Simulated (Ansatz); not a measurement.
A nudged elastic band was laid between two geometries of C₃H₇N (11 atoms, charge 0, multiplicity 1).

Method: RKS PBE0-D4/STO-3G in Ansatz 0.2.0.

```
movable images  : 7
climbing image  : yes
spring          : 5.0 eV/Å²
optimiser       : quadratic models (default)
start path      : through a guess of the saddle point
force threshold : 0.05 eV/Å
iteration limit : 60
end points      : relaxed
```

Initial state:

```xyz
11
Properties=species:S:1:pos:R:3
C -0.348 1.427 -0.139
C 0.072 0.155 -0.117
C -0.182 -0.791 1.054
N 0.907 -0.415 -1.150
H -0.147 2.082 -0.988
H -0.892 1.855 0.701
H -0.743 -1.679 0.727
H 0.771 -1.135 1.481
H -0.757 -0.283 1.837
H 0.783 0.125 -2.039
H 0.602 -1.399 -1.347
```

Final state:

```xyz
11
Properties=species:S:1:pos:R:3
C -0.346 1.428 -0.138
C -0.026 0.127 -0.158
C -0.224 -0.802 1.036
N 0.428 -0.553 -1.350
H -0.199 2.068 -1.009
H -0.779 1.886 0.750
H -0.911 -1.620 0.775
H 0.731 -1.252 1.346
H -0.641 -0.249 1.886
H 0.845 0.142 -2.014
H 1.187 -1.232 -1.103
```

Task: Which bonds break or form, and what moves?

Result: No bond is made or broken. The height of N4 over the plane of its neighbours goes from -0.40 to 0.40 Å. The two ends are copies of one structure, up to a mirror image or an exchange of like atoms.

Task: Give the energies along the band, and the barrier.

Result: It converged. The highest image is number 4 of 0 to 8, 0.147 eV above the ends, which have the same energy within 2 meV. A vibrational analysis at the climbing image gives one clearly imaginary mode, 563i cm⁻¹: a first-order saddle point. Limits of this set-up: minimal basis.

| image | path coordinate (Å) | energy (eV) | height of N4 over the plane of its neighbours (Å) |
| --- | --- | --- | --- |
| 0 | 0.00 | 0.000 | -0.40 |
| 1 | 0.15 | 0.002 | -0.39 |
| 2 | 0.30 | 0.032 | -0.31 |
| 3 | 0.45 | 0.106 | -0.16 |
| 4 | 0.61 | 0.147 | 0.00 |
| 5 | 0.76 | 0.107 | 0.16 |
| 6 | 0.91 | 0.033 | 0.31 |
| 7 | 1.06 | 0.003 | 0.39 |
| 8 | 1.20 | 0.000 | 0.40 |

Task: What is the geometry of the highest image?

Result: 
```xyz
11
Properties=species:S:1:pos:R:3:forces:R:3
C -0.359 1.451 -0.117 0.00 0.01 0.00
C 0.018 0.161 -0.140 0.00 0.00 0.00
C -0.206 -0.789 1.036 0.00 0.00 0.01
N 0.653 -0.441 -1.239 0.00 0.00 -0.01
H -0.190 2.111 -0.966 0.00 0.00 0.00
H -0.847 1.872 0.758 0.00 0.00 0.00
H -0.835 -1.639 0.735 0.00 0.00 0.00
H 0.751 -1.188 1.403 0.00 0.00 0.00
H -0.703 -0.261 1.858 0.00 0.00 0.00
H 0.858 0.097 -2.090 0.00 0.00 0.00
H 0.925 -1.432 -1.218 0.00 0.00 0.00
```

Task: What are the harmonic wavenumbers there?

Result: 563i, 140, 412, 417, 448, 530, 779, 853, 924, 1048, 1108, 1167, 1171, 1498, 1580, 1591, 1680, 1687, 1756, 1911, 3352, 3465, 3508, 3549, 3626, 3818, 4031 cm⁻¹.

Time of the run: 82 s on 1 thread of Arm Neoverse V1 (shared host), peak memory 0.088 GiB.
